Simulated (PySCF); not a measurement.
Molecule: `CC1=NCCO1`, C₄H₇NO.

Atoms are numbered as in `[CH3:1][C:2]1=[N:3][CH2:4][CH2:5][O:6]1` (H(Xn): hydrogen on atom n).

Geometry PBE0-D3(BJ)/def2-SVP throughout; GIAO in PySCF, gas phase, one conformer, non-relativistic; equivalent atoms averaged; functional PBE0.

For orientation, cc-pVDZ gives these absolute shieldings σ: C2 35.8, C5 130.9, C4 140.9, C1 182.4, N3 39.2, O6 169.9, H(C4) 27.63, H(C5) 27.42, H(C1) 29.67 ppm.

A run gave: C2 39.1, C5 129.4, C4 139.9, C1 179.7, N3 44.6, O6 171.5, H(C4) 28.25, H(C5) 28.04, H(C1) 30.27 ppm (absolute shieldings σ).

Which basis set was used in that run?
A. 6-31G
B. 6-31G*
C. STO-3G
D. cc-pVTZ

Results:

B. C5 tells them apart best: 6-31G* gives 129.4, 6-31G gives 135.5, cc-pVTZ gives 119.1, STO-3G gives 173.6 ppm.
